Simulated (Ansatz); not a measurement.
Basis-set extrapolation for C3H9S+ (`C[S+](C)C`) (PBE0-D4/def2-TZVP geometry, frozen core, Ansatz 0.2.0). Multiplicity 1, RHF reference.

```
                      def2-TZVPP   def2-QZVPP
                 HF  -516.197894  -516.215540
    MP2 correlation    -0.705478    -0.754256
CCSD(T) correlation    -0.791108    -0.834650
```

Energies in hartree. Use E(X) = E(∞) + A·exp(−7.88·√X) for Hartree–Fock and E(X) = E(∞) + B·X^(−2.97) for correlation, with X = 3 and 4.

**Question.** What is the CCSD(T) energy at the basis-set limit?

**Answer.** HF limit: -516.215540 + (-0.017646) × 0.13774 = -516.21797. Correlation limit: -0.834650 + (-0.043542) × 0.74074 = -0.86690. Total: -517.08487 hartree, 2.61 eV below CCSD(T)/def2-TZVPP.
